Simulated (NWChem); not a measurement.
How the cost of B3LYP grows with the basis: C3H5N (isocyanoethane)

The species is C3H5N (9 atoms), meant as a singlet with charge 0. SMILES: `[C-]#[N+]CC`. The shape is that of a PBE0-D4/def2-TZVP optimisation.

B3LYP, gradient, NWChem 7.3.0, on 1 thread of Intel Xeon 6975P-C (Granite Rapids), shared host. N is the number of basis functions, t the processor time.

| basis | N | t (s) | ln N | ln t |
| --- | --- | --- | --- | --- |
| STO-3G | 25 | 8.7 | 3.219 | 2.163 |
| 6-31G(d) | 66 | 25 | 4.190 | 3.219 |
| 6-31G(d) | 70 | 26 | 4.248 | 3.258 |
| def2-SVP | 81 | ? | 4.394 | ? |

Question: Fit t = C·Nᵖ to the known rows and estimate the time in def2-SVP.

Answer: 
1. Means of the 3 rows: ln N = 3.88567, ln t = 2.8800.
2. Σ(Δln N)² = 0.66835, Σ(Δln N·Δln t) = 0.71813, so the slope is 0.71813/0.66835 = 1.0745.
3. Intercept: 2.8800 − (1.0745) × 3.88567 = -1.2952. The largest residual of the fit is 0.012.
4. ln t = -1.2952 + 1.0745 × 4.394, so t ≈ 31 s.

The run took 30 s, so the estimate is too long by a factor of about 1.0. The fitted power is 1.1, with the electron count fixed. The times don't lie on a line: the count of functions alone doesn't set the cost here, and shared hosts add noise. SCF iterations also vary, from 8 to 10.
